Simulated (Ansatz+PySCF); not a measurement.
The numbers below are computed, except where a source is named.
## Several solutions for singlet CHO(+)

```xyz
3

H     0.0000    0.0000   -1.4961
C     0.0000    0.0000   -0.4738
O     0.0000    0.0000    0.5423
```

Basis set: def2-SVP (spherical functions). Charge 1, multiplicity 1.

CASSCF(10,9) was run from several starts with Ansatz (development build ahead of 0.2.0) and PySCF 2.14.0. The starts are those of the Hartree–Fock orbitals from which the active space was taken at the frontier.

```
run  program                        start  converged  energy (hartree)  <S²>
  A   Ansatz      stability test followed        yes        -113.00005  0.00
  B   Ansatz      atomic start, no search        yes        -113.00005  0.00
  C   Ansatz  search for the lowest state        yes        -113.00700  0.00
  D    PySCF             program defaults        yes        -113.00005  0.00
```

Task: Which runs reached the lowest solution of this kind, and what is wrong with the others?

Result: C reached the lowest solution found. Converged but too high: A by 0.19 eV, B by 0.19 eV, D by 0.19 eV. Convergence only shows a stationary point; in CASSCF the end hangs on which orbitals enter the active space. Caution: other starts end on other solutions of this active space.
